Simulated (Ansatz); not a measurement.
Ansatz (a quantum-chemistry and plane-wave program) input:

Ansatz 0.2 input:
```yaml
crystal:
  periodic: [false, false, false]
  atoms:
    - {symbol: C, position_ang: [-0.00000000, -0.00000000, -0.48944061]}
    - {symbol: C, position_ang: [0.00000000, 0.00000000, 0.74906153]}
    - {symbol: H, position_ang: [-0.00000000, -0.00000000, -1.55772552]}
basis:
  gaussian:
    orbitals: aug-cc-pVDZ
total_charge: -1
magnetization: {spin_polarized: false}
correlation: {method: ccsd_t, electrons: outside_noble_gas}
output: {forces: true}
```

Question: Which total energy does the run end on?

Answer: -76.51364 Eh (CCSD(T)/aug-cc-pVDZ). The basis has 55 functions.

It need not be the lowest isomer of its formula. Whether it binds its extra electron was not tested at this geometry.
